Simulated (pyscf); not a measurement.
Elementary routes open to `[CH3][Zr]([Cl])([Cl])[Cl]` + `[H]` [doublet] in the gas phase (doublet surface):
A. `[CH2][Zr]([Cl])([Cl])[Cl]` [doublet] + `[H][H]` (C–H broken; H–H formed)
B. `[CH4]` + `[Cl][Zr]([Cl])[Cl]` [doublet] (C–Zr broken; C–H formed)

Structures and frequencies: ωB97X-D3(BJ)/def2-SVP in PySCF.

Task: Rank the routes by free-energy barrier at 900 K, lowest first, for ωB97M-D3(BJ)/def2-TZVP energies (ideal gas, 1 atm, RRHO with modes under 100 cm⁻¹ raised to 100, one conformer, R ln 2 for chiral ones without a mode under 150 cm⁻¹).

Result: A (1.14 eV), B (1.52 eV)

Route A is the fastest of these, ahead of the next by 0.39 eV. The most stable products are those of B (ΔG = -1.63 eV), whose barrier is 0.39 eV higher: the kinetic and the thermodynamic product differ. At 298 K A is still the fastest. Only these routes are compared; each barrier is that of the saddle found, and lower ones may exist. Open-shell species with a d-block atom are single-reference here; other states, and whether the spin sits on metal or ligand, were not checked. Elements past Kr carry the def2 core potentials, without spin-orbit coupling.
